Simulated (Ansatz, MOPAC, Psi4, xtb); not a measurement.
A ladder of methods for C2H8N2 (1,1-dimethylhydrazine)

The runs start from one conformer, not always the lowest.

C2H8N2, singlet, SMILES `CN(C)N`. Each level relaxes the structure for itself.

Quantity: the highest harmonic wavenumber at each level's own minimum, in cm⁻¹. The values are calculated.

| level | kind | program | value (cm⁻¹) |
| --- | --- | --- | --- |
| AM1 | semi-empirical | MOPAC | 3387 |
| MNDO | semi-empirical | MOPAC | 3500 |
| PM6-ORG | semi-empirical | MOPAC | 3192 |
| GFN1-xTB | semi-empirical | xtb | 3462 |
| HF/STO-3G | Hartree–Fock | Ansatz | 4031 |
| HF/3-21G | Hartree–Fock | Ansatz | 3668 |
| HF/6-31G* (Cartesian functions) | Hartree–Fock | Ansatz | 3770 |
| PBE-D3(BJ)/def2-SVP (density fitting) | GGA | Psi4 | 3403 |
| B3LYP/6-31G* (Cartesian functions) | global hybrid | Ansatz | 3481 |
| MP2/6-31G* (Cartesian functions) | perturbation theory | Ansatz | 3541 |

Harmonic and unscaled. The values span 3192 to 4031 cm⁻¹.
